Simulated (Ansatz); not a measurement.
# B2O (triplet): the correlation ladder, def2-QZVPP

An exercise on one series of results from a longer session: the logs are not shown, and one member is left open.

Computed with Ansatz 0.2.0, Gaussian basis. Level: def2-QZVPP, core rule «outside noble gas», up to 3 orbitals frozen.

Plan: UHF; ROHF; CCSD(T) on UHF.

2 further runs of the same task are left out: 2 set aside as unsound or not needed.

### The system

The geometry is a PBE0/def2-TZVP stationary point (not a proven minimum) of the parent state, kept for this charge and spin.

3 atoms, charge 0, spin multiplicity 3.

Atoms are counted from 1 here; the program's logs count them from 0.

Bond lengths: B1–B2 1.789 Å, B2–O3 1.202 Å. Angles: B1–B2–O3 180.0°.

Geometry (Å):

```xyz
3
B2O
B     0.00000    0.00000    1.59327
B     0.00000    0.00000   -0.19573
O     0.00000    0.00000   -1.39753
```

The first run:

The input, in.yaml:

```yaml
crystal:
  periodic: [false, false, false]
  atoms:
    - {symbol: B, position_ang: [0.000000, 0.000000, 1.593267]}
    - {symbol: B, position_ang: [0.000000, 0.000000, -0.195733]}
    - {symbol: O, position_ang: [0.000000, 0.000000, -1.397533]}
basis:
  gaussian: {orbitals: "def2-QZVPP.json"}
magnetization: {spin_polarized: true, initial_magnetization: 2}
hamiltonian: {xc: hf}
output: {orbitals: {seedname: orbitals}}
```

The run is started by

```sh
ansatz run in.yaml --threads 1 --pin off --events-out ev --progress --plain --max-ram 2393MiB
```

Steps of the session up to this table: UHF; ROHF; CCSD(T) on UHF.

One table of the session follows, with a row left open; its other results are not shown here.

```
  method  from UCCSD(T) (meV)
    ROHF             +11111.0
     UHF             +11067.6
    UMP2               +701.4
   UCCSD                    ?
UCCSD(T)                    0
```

Estimate the missing values for UCCSD.

The run gave: from UCCSD(T) (meV): +524.1. In the column «from UCCSD(T) (meV)» it lies between UCCSD(T) (0) and UMP2 (+701.4).
